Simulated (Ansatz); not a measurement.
We consider hcp Be, described by RPBE (plane waves, PAW; Ansatz, a first-principles code).

Numerical settings: plane-wave cutoff 520 eV, 30×30×16 k mesh (along the axes of the cell as run), Fermi–Dirac smearing 0.05 eV, scalar-relativistic PAW data made under PBE.

Response to compression and expansion:

Shape and atoms are relaxed at each volume.

```
V (Å³/atom)  P (GPa)  c (Å)  a (Å)
-----------  -------  -----  -----
7.791           5.15  3.546  2.252
7.953           2.46  3.569  2.269
8.115           0.00  3.591  2.285
8.277          -2.26  3.612  2.300
8.440          -4.33  3.633  2.316
```

Note: the bulk modulus comes from volumes at which shape and atoms were relaxed.
